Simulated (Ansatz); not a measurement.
One change: `C[NH][AlH2]` becomes `BNC`.

Ansatz, PBE0-D4/def2-TZVP geometries, multiplicity 1. 

| property | `C[NH][AlH2]` |
| --- | --- |
| HOMO–LUMO gap (PBE0/def2-TZVPP) / eV | 6.21 |
| HOMO energy (B3LYP/def2-TZVPP) / eV | -6.67 |
| HOMO energy (PBE0/def2-TZVPP) / eV | -6.88 |
| size of the dipole moment (ωB97M-V/def2-TZVPP) / D | 1.20 |
| HOMO–LUMO gap (ωB97M-V/def2-TZVPP) / eV | 10.13 |
| size of the dipole moment (B3LYP/def2-TZVPP) / D | 1.25 |

(1) What does the change do to each property? (Estimate.)

Results:

(1) Ansatz gave: 
| property | `BNC` | shift |
| --- | --- | --- |
| HOMO–LUMO gap (PBE0/def2-TZVPP) / eV | 8.14 | 1.93 |
| HOMO energy (B3LYP/def2-TZVPP) / eV | -7.66 | -0.99 |
| HOMO energy (PBE0/def2-TZVPP) / eV | -7.89 | -1.01 |
| size of the dipole moment (ωB97M-V/def2-TZVPP) / D | 2.06 | 0.86 |
| HOMO–LUMO gap (ωB97M-V/def2-TZVPP) / eV | 12.26 | 2.13 |
| size of the dipole moment (B3LYP/def2-TZVPP) / D | 2.06 | 0.81 |

With PBE0 the HOMO falls by 1.01 eV and the LUMO rises by 0.92 eV, so the gap widens by about 1.93 eV. PBE moves the HOMO by -0.98 eV and ωB97M-V by -1.03 eV. Dipoles are sizes alone; their direction can turn.

B3LYP here is the variant with VWN-RPA as its local correlation; programs differ in this.
